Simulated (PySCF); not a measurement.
**Structure from NMR data**

Molecular formula: C$_{5}$H$_{9}$N. Simulated spectra:

¹H NMR (300 MHz, computed): δ 1.36 (s, 9H).

¹³C{¹H} NMR (computed): δ 130.4 (C), 30.7 (CH3), 26.2 (C).

PySCF 2.14.0 with density-fitted response routines calculation with coordinates at the GFN2-xTB level and shielding tensors at PBE0/pcSseg-1 (GIAO); fast rotation and ring inversion assumed for equivalent nuclei, non-relativistic Hamiltonian, no solvent model, a single conformation.

Scale: ¹H (σ = 31.72 ppm) and ¹³C (σ = 186.93 ppm) against TMS (reference shieldings calculated alike).

Q: Which candidate is it?
A. C=CC/C=N/C
B. CC(C)(C)C#N
C. C=C1C[C@@H]1NC
D. CC(C)[C@H]1C=N1

A: B. 

- The formula gives 2 degrees of unsaturation (no ring in the answer).
- 3 carbon signals for 5 carbons: some carbons are equivalent by symmetry or fast rotation.
- Carbon types of the structure: 2 × C, 3 × CH3, which accounts for all hydrogens.
- δC 130.4: nitrile carbon; typical of a nitrile.
- δC 30.7: methyl carbon; a saturated carbon with 1 carbon neighbour and no heteroatom attached.
- δC 26.2: quaternary sp3 carbon α to a nitrile; a saturated carbon with 4 carbon neighbours and no heteroatom attached.
- δH 1.36: hydrogen on a methyl carbon.

The others: CC(C)[C@H]1C=N1 would give 5 carbon signals, not 3; C=CC/C=N/C would give 5 carbon signals, not 3; C=C1C[C@@H]1NC would give 5 carbon signals, not 3.

Shifts are as computed. Against solution values, carbons near 30 ppm lie about +3 ppm off and those near 130 ppm about +5 ppm. Of 1211 compounds with measured shifts, 218 miss one by over three times the rms of a fit or turn the order of signals round; such compounds aren't used in these exercises.
